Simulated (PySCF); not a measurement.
# Electric properties by functional and basis

Species: CH6OSi.
Cartesian coordinates in Å at the PBE0-D3(BJ)/def2-SVP level; atoms count from 1:
```xyz
9
CH6OSi angstrom
C     -1.1657   -0.1661   -0.0113
Si     0.6916   -0.3983    0.0462
O      1.5230    0.9639   -0.4481
H     -1.6763   -1.1015    0.2696
H     -1.4966    0.1138   -1.0234
H     -1.4983    0.6181    0.6874
H      1.1069   -1.4741   -0.8968
H      1.0880   -0.7825    1.4410
H      1.4581    1.7365    0.1197
```

PySCF, dipoles from the SCF density, polarisabilities from static response with core orbitals frozen. The structure is a single PBE0-D3(BJ)/def2-SVP conformer in the gas phase; no vibrational or solvent corrections.

Compare the levels for these properties.

```json
{"level": "LDA/def2-SVPD", "μ (D)": "1.662", "α (Å³)": "7.11", "anisotropy (Å³)": "1.00"}
{"level": "PBE/def2-SVPD", "μ (D)": "1.614", "α (Å³)": "6.97", "anisotropy (Å³)": "0.97"}
{"level": "B3LYP/def2-SVPD", "μ (D)": "1.646", "α (Å³)": "6.72", "anisotropy (Å³)": "0.85"}
{"level": "PBE0/def2-SVPD", "μ (D)": "1.661", "α (Å³)": "6.66", "anisotropy (Å³)": "0.85"}
{"level": "BHandHLYP/def2-SVPD", "μ (D)": "1.695", "α (Å³)": "6.42", "anisotropy (Å³)": "0.74"}
{"level": "CAM-B3LYP/def2-SVPD", "μ (D)": "1.678", "α (Å³)": "6.63", "anisotropy (Å³)": "0.79"}
{"level": "wB97X-D/def2-SVPD", "μ (D)": "1.675", "α (Å³)": "6.62", "anisotropy (Å³)": "0.80"}
{"level": "LC-wPBE/def2-SVPD", "μ (D)": "1.699", "α (Å³)": "6.48", "anisotropy (Å³)": "0.74"}
{"level": "HF/def2-SVPD", "μ (D)": "1.751", "α (Å³)": "6.11", "anisotropy (Å³)": "0.61"}
{"level": "PBE0/6-31G*", "μ (D)": "1.804", "α (Å³)": "5.13", "anisotropy (Å³)": "0.43"}
{"level": "PBE0/6-31+G*", "μ (D)": "1.864", "α (Å³)": "5.89", "anisotropy (Å³)": "0.71"}
{"level": "PBE0/def2-SVP", "μ (D)": "1.706", "α (Å³)": "5.50", "anisotropy (Å³)": "0.45"}
{"level": "PBE0/aug-cc-pVDZ", "μ (D)": "1.620", "α (Å³)": "6.80", "anisotropy (Å³)": "0.89"}
{"level": "PBE0/def2-TZVP", "μ (D)": "1.682", "α (Å³)": "6.25", "anisotropy (Å³)": "0.71"}
{"level": "PBE0/def2-TZVPD", "μ (D)": "1.630", "α (Å³)": "6.75", "anisotropy (Å³)": "0.89"}
{"level": "PBE0/aug-cc-pVTZ", "μ (D)": "1.626", "α (Å³)": "6.80", "anisotropy (Å³)": "0.89"}
```

The anisotropy is √(½[(α1 − α2)² + (α2 − α3)² + (α3 − α1)²]). The dipole runs from 1.61 D (PBE/def2-SVPD) to 1.86 D (PBE0/6-31+G*). No reference polarisability is at hand; against PBE0 in the largest diffuse basis at hand (aug-cc-pVTZ) the other PBE0 rows deviate by 6-31G* -25%, 6-31+G* -13%, def2-SVP -19%, def2-SVPD -2%, aug-cc-pVDZ 0%, def2-TZVP -8%, def2-TZVPD -1%. In one basis (def2-SVPD) the functionals order the polarisability from HF (lowest) to LDA (highest), a spread of 16%. With PBE0 the polarisability is 5.62 Å³ without diffuse functions (mean of 6-31G*, def2-SVP and def2-TZVP) and 6.58 Å³ with them (mean of 6-31+G*, def2-SVPD, aug-cc-pVDZ, def2-TZVPD and aug-cc-pVTZ).

Without π bonds the low states are Rydberg-like; a valence basis with one diffuse set may place them up to an eV too high.
